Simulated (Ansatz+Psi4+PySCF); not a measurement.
Values are calculated unless marked as measured or tabulated.
## PySCF 2.14.0 run

```python
from pyscf import gto, scf, mp

# the (T+d) and (D+d) sets load through basis_set_exchange
mol = gto.M(atom="""
Al 0.000000 0.000000 -0.009240
Cl 0.000000 0.000000 2.565240
""", basis='cc-pv(t+d)z', charge=0, spin=0)
mf = scf.RHF(mol)
mf.kernel()
pt = mp.MP2(mf, frozen=10).run()
print(mf.e_tot, pt.e_corr, pt.e_tot)
```

The script is written out from the run's settings.

The run gave:

```json
{
 "Converged": "yes",
 "Reference energy": "-701.48792 hartree",
 "Correlation energy": "-0.24023 hartree",
 "Total energy": "-701.72815 hartree",
 "Spin squared of the determinant": "0.000"
}
```

Caution: bonds are stretched, where a single reference can fail; stretched shape with no unrestricted run beside it, a lower state can exist.
